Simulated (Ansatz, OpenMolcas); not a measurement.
# CH4Si (SMILES C=[SiH2]): methods side by side

The species is CH4Si (6 atoms), meant as a singlet with charge 0. As SMILES, `C=[SiH2]`. The coordinates come from a GFN2-xTB relaxation.

```xyz
6

C    -0.7387   -0.5472   -0.2651
Si    0.6113    0.4518    0.2183
H    -1.4085   -0.9966    0.4481
H    -0.9629   -0.7582   -1.2967
H     0.9530    0.7660    1.6007
H     1.5459    1.0842   -0.7053
```

Quantity: the energy change with the Si2–H6 bond stretched from 1.458 to 2.916 Å, in eV. The values are calculated.

```
                        level                    kind     program  value (eV)  less FCI/STO-3G  CPU time (all runs)
      PBE/STO-3G (restricted)                     GGA  OpenMolcas        5.51            +0.98                 12 s
   revPBE/STO-3G (restricted)                     GGA      Ansatz        5.43            +0.90                2.2 s
   r2SCAN/STO-3G (restricted)                meta-GGA  OpenMolcas        5.87            +1.34                 13 s
    B3LYP/STO-3G (restricted)           global hybrid      Ansatz        5.95            +1.42                2.2 s
   M06-2X/STO-3G (restricted)         hybrid meta-GGA  OpenMolcas        6.57            +2.04                 13 s
CAM-B3LYP/STO-3G (restricted)  range-separated hybrid      Ansatz        6.50            +1.97                2.5 s
  BCCD(T)/STO-3G (restricted)   coupled cluster or CI      Ansatz        4.45            -0.08                0.4 s
     CISD/STO-3G (restricted)   coupled cluster or CI  OpenMolcas        5.63            +1.10                3.5 s
                   FCI/STO-3G      exact in the basis      Ansatz        4.53             0.00                8.9 s
```

FCI/STO-3G is exact within its basis and frozen core, so for wave-function methods in that basis the difference is their error; functionals converge differently with the basis, so for them it is only a difference. The first shape isn't each level's own minimum. The values span 4.45 to 6.57 eV. All rows use very small basis sets, so even the best lies far from the true value. Times are those of the runs behind each value, whatever else they computed, on shared processors of several kinds: orders of magnitude only.
